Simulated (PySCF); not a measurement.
**Solver options tried on MgS**

Do solver options change the result for MgS, or only the number of cycles?

Program: PySCF 2.14.0. Level of theory: method and basis as typed in the scripts. These are calculated values, not measurements.

1 further run of the same task is left out (it didn't finish).

## 1. The system as given

MgS: 2 atoms, charge 0, spin multiplicity 1.

Bond lengths: Mg1–S2 2.285 Å.

## 2. Base script

Input file input.py:

```python
from pyscf import gto, scf, cc

mol = gto.M(
    atom='Mg 0 0 0; S 0 0 2.285',
    basis='jorge-dzp-dkh',
    charge=0,
    spin=0,
    verbose=4,
)
mf = scf.RHF(mol)
mf = mf.sfx2c1e()
mf.kernel()
mycc = cc.CCSD(mf)
mycc.kernel()
e = mycc.eeccsd(nroots=5)[0]
print('roots (eV) =', (e*27.211386).round(3))
mf.dip_moment()
print('orbital energies (hartree):', mf.mo_energy[..., max(0, mol.nelec[1]-3):mol.nelec[0]+3].round(4))
```

The run is started by

```bash
OMP_NUM_THREADS=1 python input.py
```

Its log is not repeated here.

In short: E(SCF) = -598.490613 Eh, 10 cycles, E(CCSD) − E(SCF) = -0.31127 Eh, μ = 9.00 D, excitation roots 0.251, 0.251, 0.251, 0.251, 1.270 eV.

The bond length is a typed value, not an optimised one.

## 3. DIIS space off

Variant 1 changes DIIS space: default → off.

Input file input.py:

```python
from pyscf import gto, scf, cc

mol = gto.M(
    atom='Mg 0 0 0; S 0 0 2.285',
    basis='jorge-dzp-dkh',
    charge=0,
    spin=0,
    verbose=4,
)
mf = scf.RHF(mol)
mf = mf.sfx2c1e()
mf.diis = False
mf.kernel()
mycc = cc.CCSD(mf)
mycc.kernel()
e = mycc.eeccsd(nroots=5)[0]
print('roots (eV) =', (e*27.211386).round(3))
mf.dip_moment()
print('orbital energies (hartree):', mf.mo_energy[..., max(0, mol.nelec[1]-3):mol.nelec[0]+3].round(4))
```

The run is started by

```bash
OMP_NUM_THREADS=1 python input.py
```

## 4. Initial guess sap

Variant 2 changes initial guess: minao → sap.

input.py: that of step 2 with these lines changed.

```diff
@@ -11,2 +11,3 @@
 mf = mf.sfx2c1e()
+mf.init_guess = 'sap'
 mf.kernel()
```

## 5. Damping 0.8

Variant 3 changes damping: none → 0.8.

input.py: that of step 2 with these lines changed.

```diff
@@ -11,2 +11,4 @@
 mf = mf.sfx2c1e()
+mf.damp = 0.8
+mf.diis_start_cycle = 8
 mf.kernel()
```

Q: Predict the outcome of this session. Wanted: for each run, E(SCF); from base; gap; SCF dipole; after the SCF.

**Answer**, as computed:

```csv
run,E(SCF) (hartree),from base (eV),cycles,gap (eV),SCF dipole (D),after the SCF
base,-598.490613,0,10,6.42,9.00,"CCSD correlation -8.470 eV, first root 0.25 eV"
DIIS space off,-598.490613,0.0000,43,6.41,9.00,"CCSD correlation -8.470 eV, first root 0.25 eV"
initial guess sap,-598.490613,0.0000,10,6.42,9.00,"CCSD correlation -8.470 eV, first root 0.25 eV"
damping 0.8,-598.490613,0.0000,15,6.42,9.00,"CCSD correlation -8.470 eV, first root 0.25 eV"
```

Distance from each run's final energy (log10 hartree) by cycle:

```csv
run,cycle 1,cycle 2,cycle 3,cycle 5,cycle 8,cycle 12
base,-1.1,-1.3,-3.8,-6.0,-8.7,done
DIIS space off,-1.1,-1.3,-1.5,-1.8,-2.3,-3.1
initial guess sap,-0.7,-0.9,-2.5,-3.5,-7.6,done
damping 0.8,-1.1,-1.4,-1.8,-2.4,-3.6,-6.0
```

**Reading.** No change of the SCF energy comes from DIIS space off or initial guess sap or damping 0.8. The base needs 10 cycles and the run with DIIS space off needs 43.
